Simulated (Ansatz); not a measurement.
# BF2H: where a starting geometry ends

The starting geometry of this gas-phase triplet was optimised with GFN2-xTB as a singlet; its bonds are those of `FBF`.

```
atom    x (Å)    y (Å)   z (Å)
   B  -0.4247   0.2261  0.4092
   F  -0.7130   1.4909  0.5565
   F   0.8040  -0.0396  0.0555
   H  -1.2161  -0.6149  0.5829
```

Task: Predict what becomes of its bonds when it is optimised with B3LYP/6-31G*.

Result: It falls apart into BF2 + H. Contacts that open: B1–H4 (1.17 → 3.69 Å).

The energy falls by 3.33 eV over 32 steps:

| step | E − E(last) (eV) |
| --- | --- |
| 1 | 3.328 |
| 4 | 1.418 |
| 8 | 0.342 |
| 11 | 0.027 |
| 15 | 0.002 |
| 18 | 0.001 |
| 22 | 0.000 |
| 25 | 0.000 |
| 29 | 0.000 |
| 32 | 0.000 |

Final geometry (Å):

```yaml
atoms:
  - { symbol: B, position_ang: [0.5183, 1.0939, 0.6130] }
  - { symbol: F, position_ang: [-0.7381, 1.4551, 0.7620] }
  - { symbol: F, position_ang: [0.8320, -0.1293, 0.2437] }
  - { symbol: H, position_ang: [-2.1621, -1.3572, -0.0146] }
```

No frequencies were run, so the end isn't proven a minimum. Open shells are spin-unrestricted. The triplet needn't be the ground state. Run with Ansatz 0.2.0, 46 s on 1 thread of Arm Neoverse V2 (shared host).
